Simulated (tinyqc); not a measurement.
Inside a calculation (part 2 of 2). Method: UHF in the sto-3g basis, for HF, spin multiplicity 1. This run ends on a higher stationary point, not on the lowest solution. Computed by tinyqc, a small Python program that keeps every step (integrals from PySCF). Command: `OMP_NUM_THREADS=1 python tinyqc.py 22007 22008 out.jsonl` (the two numbers bound the seeds that draw the settings). One thread of a shared host (Intel(R) Xeon(R) Processor @ 2.60GHz), about 0.1 s of CPU time with the checks.

Geometry (angstrom):
```
atom         x         y         z
F     0.000000  0.000000  0.000000
H     0.000000  0.000000  1.304000
```

## Iteration 10 (converged): orbitals

converged F(alpha) (hartree), lower triangle:
```
             1F 1s      1F 2s     1F 2px     1F 2py     1F 2pz      2H 1s
1F 1s   -25.920427
1F 2s    -6.625906  -3.014835
1F 2px    0.000000   0.000000  -0.464124
1F 2py    0.000000   0.000000   0.000000  -0.464124
1F 2pz   -0.013867  -0.016350   0.000000   0.000000  -0.200471
2H 1s    -0.562704  -0.570605   0.000000   0.000000  -0.401556  -0.256253
```

converged F(beta) (hartree), lower triangle:
```
             1F 1s      1F 2s     1F 2px     1F 2py     1F 2pz      2H 1s
1F 1s   -25.920427
1F 2s    -6.625906  -3.014835
1F 2px    0.000000   0.000000  -0.464124
1F 2py    0.000000   0.000000   0.000000  -0.464124
1F 2pz   -0.013867  -0.016350   0.000000   0.000000  -0.200471
2H 1s    -0.562704  -0.570605   0.000000   0.000000  -0.401556  -0.256253
```

X:
```
                1          2          3         4          5         6
1F 1s   -0.477761   0.655108   0.000000  0.000000  -0.527548  0.354902
1F 2s    0.789272  -0.360320   0.000000  0.000000  -0.309371  0.527407
1F 2px   0.000000   0.000000  -0.552603  0.833445   0.000000  0.000000
1F 2py   0.000000   0.000000   0.833445  0.552603   0.000000  0.000000
1F 2pz   0.425257   0.644036   0.000000  0.000000   0.615589  0.273335
2H 1s   -0.733041  -0.441305   0.000000  0.000000   0.367848  0.495125
```

Diagonalise F' = X^T F X, C = X C', fill 5 alpha and 5 beta electrons from the bottom; D(s) = C_occ C_occ^T. Each column has its largest component positive (the first on a tie).

F' = X^T F X (alpha) (hartree), lower triangle:
```
           1          2          3          4          5          6
1  -2.460348
2   4.724843  -8.152553
3   0.000000   0.000000  -0.464124
4   0.000000   0.000000   0.000000  -0.464124
5  -4.294717   8.418643   0.000000   0.000000  -9.594181
6   3.288853  -6.823842   0.000000   0.000000   7.718077  -7.273523
```

orbital energies (alpha) (hartree): MO1 -25.929636, MO2 -1.409679, MO3 -0.465268, MO4 -0.464124, MO5 -0.464124, MO6 0.323978

coefficients C (alpha):
```
              MO1        MO2        MO3       MO4        MO5        MO6
1F 1s    0.995010  -0.259430   0.045296  0.000000   0.000000   0.047788
1F 2s    0.020402   1.003277  -0.230088  0.000000   0.000002  -0.258320
1F 2px   0.000000   0.000000  -0.000003  0.939861  -0.341558   0.000000
1F 2py   0.000000   0.000000   0.000009  0.341558   0.939861   0.000000
1F 2pz   0.001076   0.018298   0.685338  0.000000  -0.000007  -0.761093
2H 1s   -0.002683   0.088892   0.608014  0.000000  -0.000006   0.857304
```

F' = X^T F X (beta) (hartree), lower triangle:
```
           1          2          3          4          5          6
1  -2.460348
2   4.724843  -8.152553
3   0.000000   0.000000  -0.464124
4   0.000000   0.000000   0.000000  -0.464124
5  -4.294717   8.418643   0.000000   0.000000  -9.594181
6   3.288853  -6.823842   0.000000   0.000000   7.718077  -7.273523
```

orbital energies (beta) (hartree): MO1 -25.929636, MO2 -1.409679, MO3 -0.465268, MO4 -0.464124, MO5 -0.464124, MO6 0.323978

coefficients C (beta):
```
              MO1        MO2        MO3       MO4        MO5        MO6
1F 1s    0.995010  -0.259430   0.045296  0.000000   0.000000   0.047788
1F 2s    0.020402   1.003277  -0.230088  0.000000  -0.000002  -0.258320
1F 2px   0.000000   0.000000   0.000003  0.938888  -0.344222   0.000000
1F 2py   0.000000   0.000000  -0.000009  0.344222   0.938888   0.000000
1F 2pz   0.001076   0.018298   0.685338  0.000000   0.000007  -0.761093
2H 1s   -0.002683   0.088892   0.608014  0.000000   0.000006   0.857304
```

D(alpha) after iteration 10, lower triangle:
```
            1F 1s      1F 2s    1F 2px    1F 2py    1F 2pz     2H 1s
1F 1s    1.059401
1F 2s   -0.250402   1.059920
1F 2px   0.000000   0.000000  1.000000
1F 2py   0.000000   0.000000  0.000000  1.000000
1F 2pz   0.027367  -0.139308  0.000000  0.000000  0.470024
2H 1s    0.001810  -0.050768  0.000000  0.000000  0.418319  0.377590
```

D(beta) after iteration 10, lower triangle:
```
            1F 1s      1F 2s    1F 2px    1F 2py    1F 2pz     2H 1s
1F 1s    1.059401
1F 2s   -0.250402   1.059920
1F 2px   0.000000   0.000000  1.000000
1F 2py   0.000000   0.000000  0.000000  1.000000
1F 2pz   0.027367  -0.139308  0.000000  0.000000  0.470024
2H 1s    0.001810  -0.050768  0.000000  0.000000  0.418319  0.377590
```

Within a degenerate level the vectors are fixed only up to a rotation; this is one choice.

## Convergence

Stop when the energy changes by less than 1e-10 hartree and every element of the error matrix X^T (F D S - S D F) X (for each spin) is below 3e-06.

Course of the cycle:
```
iteration   E (hartree)     change  largest element of the error matrix
1          -98.18469558          -                             1.63e-01
2          -98.41421607  -2.30e-01                             5.12e-02
3          -98.45346832  -3.93e-02                             3.64e-02
4          -98.47573809  -2.23e-02                             2.24e-02
5          -98.48619283  -1.05e-02                             6.75e-03
6          -98.48702157  -8.29e-04                             2.30e-03
7          -98.48718421  -1.63e-04                             9.01e-04
8          -98.48719084  -6.63e-06                             2.87e-04
9          -98.48719145  -6.06e-07                             1.69e-06
10         -98.48719145  -1.74e-11                             5.72e-08
```

PySCF UHF in the same basis, after a stability check = -98.49682798 hartree

Converged in 10 iterations. But the solution lies 0.00964 hartree above the reference: it is another stationary point, not the lowest one. Reruns (cap 100 unless said): DIIS 8: converged in 11 to a higher stationary point; damping 0.5: not converged; level shift 0.5: converged in 84 to a higher stationary point; atomic densities as start, DIIS 8: converged in 7 to a higher stationary point.

## Populations, bond orders and dipole

overlap S, lower triangle:
```
           1F 1s     1F 2s    1F 2px    1F 2py    1F 2pz     2H 1s
1F 1s   1.000000
1F 2s   0.237990  1.000000
1F 2px  0.000000  0.000000  1.000000
1F 2py  0.000000  0.000000  0.000000  1.000000
1F 2pz  0.000000  0.000000  0.000000  0.000000  1.000000
2H 1s   0.019781  0.235534  0.000000  0.000000  0.210478  1.000000
```

Mulliken: Z minus the diagonal of D S on the atom; Loewdin: the same with S^(1/2) D S^(1/2); Mayer order: 2 sum_s sum (D(s) S)_ij (D(s) S)_ji over the two atoms.

Charges (e):
```
atom   Mulliken    Loewdin  Mulliken spin
1F    -0.092570  -0.078446              0
2H     0.092570   0.078446              0
```

Mayer bond orders:
```
pair     order
2-1   0.991431
```

dipole moment about the origin, x y z (debye): 0.000000  0.000000  0.987571

<S^2> of the determinant (pure state: 0) = 0.000000
